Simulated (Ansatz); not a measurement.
# What a trial cell of Rb2Cd relaxes into

Computed with DFT PBE, scalar-relativistic, plane waves, PAW (Ansatz). Cutoff 420 eV, Γ-centred k mesh, Gaussian smearing, no spin polarisation in the final step.

Rb2Cd was placed on the Cu2Sb structure type (P4/nmm, No. 129), with Cd in place of Sb, Rb in place of Cu, at a guessed volume.

```xyz
6
Lattice="5.0457 0.0000 0.0000 0.0000 5.0457 0.0000 0.0000 0.0000 7.6988" Properties=species:S:1:pos:R:3 pbc="T T T"
Rb    0.0000    0.0000    0.0000
Rb    2.5229    2.5229    0.0000
Rb    0.0000    2.5229    2.0787
Rb    2.5229    0.0000    5.6201
Cd    0.0000    2.5229    5.3892
Cd    2.5229    0.0000    2.3096
```

Cell and atoms relax at zero pressure; the relaxation can't lower the symmetry of the start. After a coarse first stage the cell is made exact in the group found at 0.06 Å.

Energies over the elements count from the elements' standard structures at the same level, with no empirical corrections.

Q: What does it relax into?

A: It keeps P4/nmm (No. 129), but not the shape of the type it started on. Conventional cell: a = 5.940 Å, c = 10.232 Å. Rb on Wyckoff site a (2 atoms of the primitive cell) is coordinated by 4 Cd at 3.93 Å, 4 Rb at 4.20 Å and 4 Rb at 4.81 Å; Rb on Wyckoff site c (2 atoms of the primitive cell) is coordinated by 1 Cd at 3.88 Å, 4 Cd at 4.37 Å and 8 Rb at 4.81–4.97 Å; around Cd lie 5 Rb at 3.88–3.93 Å and 4 Rb at 4.37 Å.

```xyz
6
Lattice="5.9401 0.0000 0.0000 0.0000 5.9401 0.0000 0.0000 0.0000 10.2316" Properties=species:S:1:pos:R:3 pbc="T T T"
Rb    0.0000    0.0000    0.0000
Rb    2.9701    2.9701    0.0000
Rb    0.0000    2.9701    3.7855
Rb    2.9701    0.0000    6.4461
Cd    0.0000    2.9701    7.6640
Cd    2.9701    0.0000    2.5676
```

Q: What are its volume, energy, density and gap?

A: The volume per atom is 60.17 Å³ and the density is 2.61 g/cm³. The energy over the elements is 0.02 eV/atom and the gap on the 6×6×4 mesh is 0 eV (a metal).

The final run used a 6×6×4 mesh on its 6-atom cell and 0.10 eV smearing. For metals, differences of a few meV/atom aren't resolved. A structure relaxed within its symmetry needn't be a true minimum.

Cost: 3 runs of about 2.1 core-minutes in all, on Intel Xeon 6975P-C (Granite Rapids) (shared hosts).